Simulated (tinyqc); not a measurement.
Pariser-Parr-Pople SCF with singles CI, for the molecule c1ccsc1 (SMILES; centres numbered as the heavy atoms are written), step by step. One step of it, computed by the program tinyqc.

Problem. Iteration 2: orbitals and new P. Diagonalise F (the basis is taken as orthonormal) and form P = 2 sum c c over the lowest orbitals; 0.5 of the old P is kept.

F (eV), lower triangle:
```
,1C,2C,3C,4S,5C
1C,-4.901369
2C,-4.136011,-4.901156
3C,0.335603,-4.400602,-5.820668
4S,0.514991,0.514868,-3.667513,-12.261939
5C,-4.400024,0.335530,0.720339,-3.667708,-5.821335
```

pi electrons, sum of z_r less the charge = 6

P after iteration 1, lower triangle:
```
,1C,2C,3C,4S,5C
1C,1.124402
2C,0.616743,1.124405
3C,-0.158843,0.710009,1.151337
4S,-0.248484,-0.248452,0.553533,1.448471
5C,0.710001,-0.158860,-0.340979,0.553532,1.151385
```

Give: orbital energies; P after iteration 2.

Solution.

orbital energies (eV): -15.2903  -10.5772  -9.2003  -0.5323  1.8937

P after iteration 2, lower triangle:
```
,1C,2C,3C,4S,5C
1C,1.0920
2C,0.5985,1.0920
3C,-0.1193,0.7420,1.1211
4S,-0.2407,-0.2406,0.5013,1.5736
5C,0.7420,-0.1193,-0.3853,0.5013,1.1212
```
